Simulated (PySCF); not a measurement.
What does the GFN2-xTB structure of `C(C)(C([O-])=O)C` (2-methylpropanoate) look like in three dimensions? (Charge -1.)

```
atom  x, y, z in Å
C1    -0.9178   -1.0563   -0.0069
C2    -0.1727    0.2291   -0.3424
C3     1.3240   -0.0303   -0.4530
C4    -0.4327    1.2989    0.8164
O5    -0.9954    2.3421    0.4583
O6    -0.0431    0.9642    1.9428
H7    -0.6243   -1.3839    0.9896
H8    -1.9935   -0.8829   -0.0070
H9    -0.6931   -1.8556   -0.7217
H10   -0.5512    0.6484   -1.2826
H11    1.5470   -0.8328   -1.1645
H12    1.7054   -0.3129    0.5272
H13    1.8429    0.8724   -0.7737
```

Any rigid rotation of these coordinates is as good. Atoms count from 1 in this order. Of the pairs four or more bonds apart, O6···H12 is among the closest relative to their van der Waals radii: 2.59 Å, 95 % of the sum of Bondi's values. The C–C distances run from 1.523 Å (C2–C3, drawn single) to 1.598 Å (C2–C4, drawn single), a spread of 0.075 Å. C4 (carboxylate carbon) is planar (angles 129.3°, 115.4° and 115.3°, sum 360.0°, 0.00 Å off the plane of its three neighbours).

Bonds between heavy atoms (Å): C1–C2 1.523, C2–C3 1.523, C2–C4 1.598, C4=O5 1.238, C4–O6 1.238.

Computed geometry: GFN2-xTB, gas phase.

Point group: Cs (every atom within 0.08 Å of its image). No GFN2-xTB frequencies stand behind this structure, so it isn't proved a minimum. Torsions: C1–C2–C4–O5 -119°.

One conformer stands for the species.
